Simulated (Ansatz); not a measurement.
CH6AlB (`B[CH2][AlH2]`), one more setting.

```yaml
crystal:
  periodic: [false, false, false]
  atoms:
    - {symbol: B, position_ang: [-0.540414, 0.710129, -1.280671]}
    - {symbol: C, position_ang: [0.803880, 0.198980, -0.392283]}
    - {symbol: Al, position_ang: [-0.094515, -0.775912, 1.390927]}
    - {symbol: H, position_ang: [-1.133969, -0.112059, -2.163323]}
    - {symbol: H, position_ang: [-1.106314, 1.906363, -1.043668]}
    - {symbol: H, position_ang: [1.491252, 1.073363, 0.123335]}
    - {symbol: H, position_ang: [1.466615, -0.715699, -0.868560]}
    - {symbol: H, position_ang: [-0.407627, -2.521634, 1.360672]}
    - {symbol: H, position_ang: [-0.379899, 0.184728, 2.854530]}
basis:
  gaussian: {orbitals: def2-TZVP}
hamiltonian: {xc: {name: PBE-QIDH}}
output: {forces: true}
```

```sh
$ ansatz run in.yaml --threads 2 --pin off --events-out ev --progress --plain --max-ram 4352MiB
```

Output, abridged:

```
Functional definition: PBE-QIDH
  name "PBE-QIDH"
  cite "Brémond, Sancho-García, Pérez-Jiménez & Adamo, J. Chem. Phys. 141, 031101 (2014) doi:10.1063/1.4890314"
  cite "Perdew, Burke & Ernzerhof, Phys. Rev. Lett. 77, 3865 (1996) doi:10.1103/PhysRevLett.77.3865"
  parameter a = 3^(-1/3)
  parameter c = 1/3
  exchange = (1 - a)*pbe_x + a*exact_x
  correlation = (1 - c)*pbe_c + c*(mp2_os + mp2_ss)
927 factors; integrals over basis functions are off by at most 1.1e-3 eV
mean field evaluation 1: about -8391.4193 eV, gradient 2.9e1 eV
mean field evaluation 2: about -8391.4152 eV, gradient 2.9e1 eV
mean field evaluation 4: about -8393.8691 eV, gradient 2.4e0 eV
mean field evaluation 8: about -8393.8937 eV, gradient 1.2e-1 eV
mean field evaluation 16: about -8393.8937 eV, gradient 2.4e-5 eV
mean field -8393.89374998 eV, -308.4699057263 hartree, gradient 1.3e-6 eV, S^2 0.000000; 0 other end points of the search recorded, 0 dependent functions left out
7 core orbitals not correlated: weight in the atoms' cores, before any rotation towards them, 1.000 or more for the frozen orbitals, at most 0.000 for the correlated occupied ones
reference -8393.89376557 eV, -308.4699062992 hartree; 8, 8 occupied and 120, 120 virtual orbitals, 927 factors
second order -11.00117955 eV of doubles, -0.00000000 eV of singles
the calculation of the forces begins
Total energy: -8397.56082542 eV, -308.6046682630 hartree
Atom 0 at    -0.540414     0.710129    -1.280671 Å, force     0.604468    -0.355185     0.627293 eV/Å
Atom 1 at     0.803880     0.198980    -0.392283 Å, force    -0.202134    -0.014925     0.033755 eV/Å
Atom 2 at    -0.094515    -0.775912     1.390927 Å, force     0.168158     0.075505    -0.140787 eV/Å
Atom 3 at    -1.133969    -0.112059    -2.163323 Å, force     1.205120     1.552649     1.735724 eV/Å
Atom 4 at    -1.106314     1.906363    -1.043668 Å, force     1.151929    -2.319375    -0.412249 eV/Å
Atom 5 at     1.491252     1.073363     0.123335 Å, force    -1.821885    -2.331922    -1.475982 eV/Å
Atom 6 at     1.466615    -0.715699    -0.868560 Å, force    -1.755098     2.524682     1.217653 eV/Å
Atom 7 at    -0.407627    -2.521634     1.360672 Å, force     0.340094     1.938889     0.037834 eV/Å
Atom 8 at    -0.379899     0.184728     2.854530 Å, force     0.309348    -1.070319    -1.623241 eV/Å
Dipole moment:     0.164508    -0.063406     0.110319 e Å
```

It took 5.5 s on 2 threads of an Arm Neoverse V2 on a shared host, with 0.35 GiB of host memory at the peak.
